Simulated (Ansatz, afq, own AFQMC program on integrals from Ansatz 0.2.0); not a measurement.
Atomization energy of BSiH2, quartet

```
atom   x (Å)    y (Å)    z (Å)
  Si  0.0000  -0.0471   0.5518
   B  0.0000  -0.0605  -1.3633
   H  0.0000   1.1711   1.4474
   H  0.0000   0.7893  -2.2001
```

Connectivity, by distances: SiH–BH.

Atoms in their ground-state spins without spin–orbit coupling (mostly on UHF) minus the molecule (UHF), without zero-point energy. The geometry is a stationary point, not shown to be a minimum.

Basis cc-pVTZ. Noble-gas cores (and the filled d shells of Ga–Kr and In–Xe) are frozen. Ansatz 0.2.0 and our own AFQMC program on the same integrals; the CISD trial comes from CCSD amplitudes, and released means the phaseless constraint is let go. Uncertainties: one standard error, sampling alone. The errors of all members are added in quadrature.

No full CI on the walks' own integrals is used here; CCSDT(Q) serves as the reference and is uncertain by about the last step of the cluster series. Each member takes its own surest rung, up to full CI.

The best estimate is CCSD(T) at the basis-set limit (CBS: def2-TZVPP and def2-QZVPP, with their diffuse functions for anions and beside diffuse sets, CCSD(T) itself extrapolated) plus the step from CCSD(T) to CCSDT(Q) in cc-pVTZ. Rows without CBS are in cc-pVTZ; B2PLYP and the wave-function rows carry a basis error of their own. Core correlation and relativity beyond core potentials are missing, and ± holds the sampling alone.

Cautions: BSiH₂ (quartet): lower spins were not checked, the released energies are still falling, so no released level is given (meV from the phaseless value at times in 1/Eh: 1 ± 4 at 0.24, 0 ± 4 at 0.51, -6 ± 4 at 0.99, -8 ± 4 at 1.62, -16 ± 7 at 2.40), though the last usable value meets CCSDT(Q) within the noise.

| level | atomization energy (eV) |
| --- | --- |
| B3LYP | 9.203 |
| CCSD | 8.703 |
| PBE | 9.485 |

Question: From these cheaper values, estimate the atomization energy at the level of the best estimate.

Answer: 9.111 eV (best estimate, highest rung CCSDT(Q)).

```
                  level  atomization energy (eV)  error against the best estimate (eV)
                     HF                    7.355                                -1.757
                    MP2                    8.865                                -0.246
                CCSD(T)                    8.804                                -0.307
          ph-AFQMC/CISD            8.823 ± 0.005                        -0.289 ± 0.005
                 HF/CBS                    7.424                                -1.687
                MP2/CBS                    9.121                                 0.009
            CCSD(T)/CBS                    9.093                                -0.018
                 r2SCAN                    9.708                                 0.596
                   PBE0                    9.405                                 0.294
                wB97M-V                    9.107                                -0.004
                 B2PLYP                    9.067                                -0.045
surest rungs in cc-pVTZ                    8.822                                -0.289
```

Correlation beyond CCSD(T) adds 0.018 eV. Going to the basis-set limit adds 0.289 eV at CCSD(T). The perturbative (T) step is worth +0.101 eV. The functionals spread over 0.641 eV; wB97M-V comes nearest and r2SCAN is 0.596 eV too high.

Best estimates are given only where the step beyond CCSD(T) is under 0.3 eV and no member's determinant is very poor (T1 over 0.05, or 0.07 for open shells, ⟨S²⟩ too high by 0.3, two states mixed), so the hardest cases are missing from such tables.

The functionals ran in a triple-zeta set and keep a basis error of their own, a few kJ/mol for each bond in atomization energies and more for double hybrids, so close places among them and the extrapolated levels can swap.

Each member of a difference takes its own highest rung, so a best estimate needn't equal the limit plus the step of one row. A walk keeps the symmetry of its determinant, which the program's search chose and which needn't be the lowest solution, so a lower state of the same spin and another symmetry isn't excluded.
